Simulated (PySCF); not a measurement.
# Sulfur: a sound run and one with changed settings

Sound run: S [Ne] 3s2 3p4, S⁺ [Ne] 3s2 3p3. All numbers are calculated (PySCF 2.14, the non-relativistic Hamiltonian (point nucleus), in def2-SVP). In the sound run the correlated levels freeze [Ne]. The sound run starts from symmetry-adapted Hartree-Fock orbitals and uses a fine grid where one is needed.

Changed run: scalar relativity by spin-free X2C-1e. This setting is unsound on purpose.

```tsv
species	method	sound run (hartree)	changed run (hartree)	converged
S	UHF	-397.36640	-398.33113	yes
S	TPSS	-397.99921	-398.96324	yes
S	LDA	-396.58710	-397.55061	yes
S	MP2	-397.44843	-398.41322	yes
S	CCSD(T)	-397.46790	-398.43266	yes
S⁺	UHF	-397.02866	-397.99382	yes
S⁺	TPSS	-397.61690	-398.58142	yes
S⁺	LDA	-396.20356	-397.16755	yes
S⁺	MP2	-397.09698	-398.06216	yes
S⁺	CCSD(T)	-397.11630	-398.08143	yes
```

Ionisation energy of S:

| method | sound run (eV) | changed run (eV) |
| --- | --- | --- |
| UHF | 9.190 | 9.178 |
| TPSS | 10.403 | 10.390 |
| LDA | 10.437 | 10.424 |
| MP2 | 9.563 | 9.553 |
| SCS-MP2 | 9.603 | 9.593 |
| CCSD | 9.563 | 9.553 |
| CCSD(T) | 9.568 | 9.558 |

Most of the change in total energy is the relativistic energy itself. On top of that the contraction fixes the core shape for the Hamiltonian it was made with, so the changed run is not a good calculation with the other Hamiltonian either.

For comparison, NIST gives 10.360 eV between the lowest levels.
